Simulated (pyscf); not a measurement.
H₃C–CH(CH₃)–O–Si(OH)(OH)–OH → HO–Si(OH)(OH)–OH + H₂C=CH–CH₃, an elimination (singlet surface; C–O, C–H broken, H–O formed). PySCF, gas phase, ωB97X-D3(BJ)/def2-SVP geometries. Energies in eV from the reactant's lowest minimum found.

Small-basis levels: PySCF, no dispersion term, spherical d functions. AM1 to PM7: differences of heats of formation from MOPAC, which are fitted to 298 K values and so differ in kind from electronic energies by zero-point and thermal terms. Cost: rough CPU time at the saddle relative to B3LYP/6-31G*, from one job on a shared machine.

```
level                   barrier  reaction energy        cost
----------------------  -------  ---------------  ----------
HF/3-21G                   3.40            +1.06        0.08
MP2/6-31G*                 3.06            +1.03         0.1
SVWN5/6-31G*               2.60            +1.60           1
BP86/6-31G*                2.52            +0.92           1
B3LYP/STO-3G               4.17            +2.08         0.5
B3LYP/3-21G                2.67            +1.24         0.6
AM1                        3.45            +0.38  under 0.02
ωB97M-D3(BJ)/def2-TZVP     2.71            +0.73           –
```

Against the last row the barrier runs from -0.19 (BP86/6-31G*) to +1.46 eV (B3LYP/STO-3G). ωB97M-D3(BJ)/def2-TZVP has limits of its own. On the product side the descent ends in a complex, 0.23 eV under the separated species and 2.19 eV under the saddle at ωB97X-D3(BJ)/def2-TZVP. At ωB97X-D3(BJ)/def2-TZVP the barrier from the zero used here is 2.84 eV. This is the saddle that the search found; another between the same sides may lie lower.
